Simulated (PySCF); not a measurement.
**[BF2]+ (SMILES F[B+]F): PBE0/STO-3G**

Aim: the vertical ionisation energy of [BF2]+ at PBE0/STO-3G, from 2 runs. Input form: a Python script.

The results are computed with PySCF 2.14.0.

7 further runs of the same task are left out: 7 set aside as unsound or not needed.

### Step 1. Starting point

[BF2]+ has 3 atoms, charge +1, and is taken as a singlet. As SMILES, `F[B+]F`. The coordinates come from a GFN2-xTB relaxation.

Bond lengths: F1–B2 1.219 Å, B2–F3 1.219 Å. Angles: F1–B2–F3 179.9°.

### Step 2. A single-point energy at PBE0/STO-3G

File calc.py:

```python
from pyscf import gto, dft

mol = gto.Mole()
mol.atom = [
    ('F', (0.327370, 1.133870, 0.305680)),
    ('B', (0.000740, -0.000320, 0.000370)),
    ('F', (-0.328120, -1.133550, -0.306050)),
]
mol.verbose = 3
mol.max_memory = 1860
mol.charge = 1
mol.basis = 'sto-3g'
mol.spin = 0
mol.build()

mf = dft.RKS(mol, xc='pbe0')
mf.conv_tol = 1e-10
mf.grids.level = 5
mf.kernel()
if not mf.converged:
    mf = mf.newton().run(mf.mo_coeff, mf.mo_occ)

e_final = mf.e_tot
print('E(%s) = %.9f' % ('PBE0', e_final))
```

Launch:

```console
OMP_NUM_THREADS=1 python calc.py
```

The log of the run:

```text
converged SCF energy = -220.941791164238
E(PBE0) = -220.941791164
```

Run time: 1.6 s. Hardware: 1 thread of Intel Xeon Platinum 8488C (Sapphire Rapids), shared host; peak memory 0.18 GiB.

### Step 3. Doublet [BF2]2+ at the same level

File run.py:

```python
from pyscf import gto, dft

system = gto.Mole()
system.atom = [
    ('F', (0.327370, 1.133870, 0.305680)),
    ('B', (0.000740, -0.000320, 0.000370)),
    ('F', (-0.328120, -1.133550, -0.306050)),
]
system.max_memory = 1860
system.verbose = 4
system.spin = 1
system.basis = 'sto-3g'
system.charge = 2
system.build()

myscf = dft.UKS(system, xc='pbe0')
myscf.grids.level = 5
myscf.conv_tol = 1e-10
myscf.kernel()
if not myscf.converged:
    myscf = myscf.newton().run(myscf.mo_coeff, myscf.mo_occ)

e_final = myscf.e_tot
print(f'total energy: {e_final:.8f} hartree')
```

Launch:

```console
OMP_NUM_THREADS=1 python run.py
```

The log of the run:

```text
PySCF version 2.14.0

[INPUT] num. atoms = 3
[INPUT] num. electrons = 21
[INPUT] charge = 2
[INPUT] spin (= nelec alpha-beta = 2S) = 1
[INPUT] symmetry False subgroup None
[INPUT] Mole.unit = angstrom
[INPUT] Symbol           X                Y                Z      unit          X                Y                Z       unit  Magmom
[INPUT]  1 F      0.327370000000   1.133870000000   0.305680000000 AA    0.618639641399   2.142703760861   0.577651481757 Bohr   0.0
[INPUT]  2 B      0.000740000000  -0.000320000000   0.000370000000 AA    0.001398397332  -0.000604712360   0.000699198666 Bohr   0.0
[INPUT]  3 F     -0.328120000000  -1.133550000000  -0.306050000000 AA   -0.620056935992  -2.142099048501  -0.578350680423 Bohr   0.0

nuclear repulsion = 56.6451617819514
number of shells = 9
number of NR pGTOs = 45
number of NR cGTOs = 15
basis = sto-3g
ecp = {}

******** <class 'pyscf.dft.uks.UKS'> ********
method = UKS
initial guess = minao
damping factor = 0
level_shift factor = 0
DIIS = <class 'pyscf.scf.diis.CDIIS'>
diis_start_cycle = 1
diis_space = 8
diis_damp = 0
SCF conv_tol = 1e-10
SCF conv_tol_grad = None
SCF max_cycles = 50
direct_scf = True
direct_scf_tol = 1e-13
number electrons alpha = 11  beta = 10
XC library pyscf.dft.libxc version 7.0.0
    S. Lehtola, C. Steigemann, M. J.T. Oliveira, and M. A.L. Marques.,  SoftwareX 7, 1–5 (2018)
XC functionals = pbe0
radial grids:
    Treutler-Ahlrichs [JCP 102, 346 (1995); DOI:10.1063/1.469408] (M4) radial grids

becke partition: Becke, JCP 88, 2547 (1988); DOI:10.1063/1.454033
pruning grids: <function nwchem_prune>
grids dens level: 5
symmetrized grids: False
atomic radii adjust function: <function treutler_atomic_radii_adjust>
small_rho_cutoff = 0
Set gradient conv threshold to 1e-05
tot grids = 130920
init E= -221.637519212117
[... the frontier-level lines of each cycle are left out ...]


cycle= 1 E= -220.01313417581  delta_E= 1.62  |g|= 0.209  |ddm|= 1.93
cycle= 2 E= -220.030535862959  delta_E= -0.0174  |g|= 0.189  |ddm|= 0.529
cycle= 3 E= -220.05172424362  delta_E= -0.0212  |g|= 0.0214  |ddm|= 0.231
cycle= 4 E= -220.052229152287  delta_E= -0.000505  |g|= 0.00455  |ddm|= 0.0364
cycle= 5 E= -220.052273116886  delta_E= -4.4e-05  |g|= 0.00197  |ddm|= 0.0166
cycle= 6 E= -220.05227397122  delta_E= -8.54e-07  |g|= 0.00167  |ddm|= 0.00407
cycle= 7 E= -220.052275872373  delta_E= -1.9e-06  |g|= 5.79e-05  |ddm|= 0.00207
cycle= 8 E= -220.052275878424  delta_E= -6.05e-09  |g|= 2.77e-06  |ddm|= 0.000188
cycle= 9 E= -220.05227587844  delta_E= -1.6e-11  |g|= 3.41e-07  |ddm|= 8.9e-06
Extra cycle  E= -220.052275878441  delta_E= -2.27e-13  |g|= 2.52e-07  |ddm|= 8.97e-07
converged SCF energy = -220.052275878441  <S^2> = 0.77863663  2S+1 = 2.0284345
total energy: -220.05227588 hartree
```

Wall time 2.7 s (1 thread of Intel Xeon Platinum 8488C (Sapphire Rapids), shared host); peak memory 0.19 GiB.

### Step 4. Outcome

At PBE0/STO-3G:

| quantity | value |
| --- | --- |
| singlet [BF2]+: total energy | -220.94179 Eh |
| singlet [BF2]+: HOMO energy | -19.77 eV |
| singlet [BF2]+: LUMO energy | -6.45 eV |
| singlet [BF2]+: HOMO–LUMO gap | 13.32 eV |
| doublet [BF2]2+: total energy | -220.05228 Eh |
| doublet [BF2]2+: HOMO energy (highest over α and β) | -32.49 eV |
| doublet [BF2]2+: LUMO energy (lowest over α and β) | -28.60 eV |
| doublet [BF2]2+: ⟨S²⟩ | 0.779 |
| vertical ionisation energy (to the doublet dication) | 24.205 eV |

In words: The vertical ionisation energy comes to 24.20 eV (2335 kJ/mol). −ε(HOMO) before ionisation, 19.77 eV, is 4.43 eV below this ionisation energy. In a minimal basis such a difference can be off by several eV, whatever the method. Mulliken charges (singlet [BF2]+) run from +0.08 on F1 to +0.84 on B2; they depend strongly on the basis. Mulliken charges (doublet [BF2]2+) run from +0.39 on F1 to +1.22 on B2.
